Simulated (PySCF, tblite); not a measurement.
# CH₃BrF−, a complex of two parts: NMR shifts, interaction energy, infrared bands, spin-spin couplings and core binding energies

One table from this session's results is given with a row withheld; the runs are named, their logs left out.

Programs: tblite 0.8.0 and PySCF 2.14.0. All values are calculated, for the isolated system unless a continuum is named. Atoms count from 0, parts from 1.

## The system as given

6 atoms, charge -1, multiplicity 1; geometry: rigid parts in contact. Parts: 1 = atoms 0–4, `CF`, charge 0; 2 = atom 5, `[Br-]`, charge -1.

The first run:

What the job is given:

```
{"job": {"kind": "dock", "xc": "GFN2-xTB", "basis": "xTB"}, "charge": -1, "multiplicity": 1, "parts": [{"atoms": "0-4", "charge": 0, "multiplicity": 1}, {"atoms": "5-5", "charge": -1, "multiplicity": 1}]}
C     -0.068209     0.007733     0.013625
F      1.261354    -0.142264    -0.252066
H     -0.629190    -0.508374    -0.766362
H     -0.294214     1.074598     0.013573
H     -0.269741    -0.431693     0.991230
Br     0.304539     2.546530    -2.055266
```

Level: GFN2-xTB search for minima from random contacts, gas phase.

The run is started by

```console
OMP_NUM_THREADS=1 python cluster_run.py task.json out
```

One launch serves the whole session: the jobs run in the order shown.

Among the steps run: Search for minima with GFN2-xTB; Relaxing the molecule at PBE0-D3(BJ)/def2-TZVPD; Nuclear shieldings: PBE0/aug-pcSseg-2; Coupled-cluster interaction energy: CCSD(T) and MP2.

One of the session's tables, all rows but one given; the rest of the session is left out.

It belongs to the step «Coupled-cluster interaction energy: CCSD(T) and MP2». 

| method | interaction energy (kcal/mol) |
| --- | --- |
| HF/aug-cc-pVDZ | -6.86 |
| MP2/aug-cc-pVDZ | -8.12 |
| CCSD/aug-cc-pVDZ | -7.87 |
| CCSD(T)/aug-cc-pVDZ | -8.03 |
| HF/aug-cc-pVQZ | -6.76 |
| MP2/aug-cc-pVQZ | -8.79 |
| SCS-MP2/aug-cc-pVQZ | ? |
| MP2, extrapolated | -8.96 |
| CCSD(T), limit estimate | -8.87 |

Q: Estimate the row for SCS-MP2/aug-cc-pVQZ from the others.

As computed: interaction energy (kcal/mol): -8.22. In the column «interaction energy (kcal/mol)» it lies between MP2/aug-cc-pVQZ (-8.79) and MP2/aug-cc-pVDZ (-8.12).
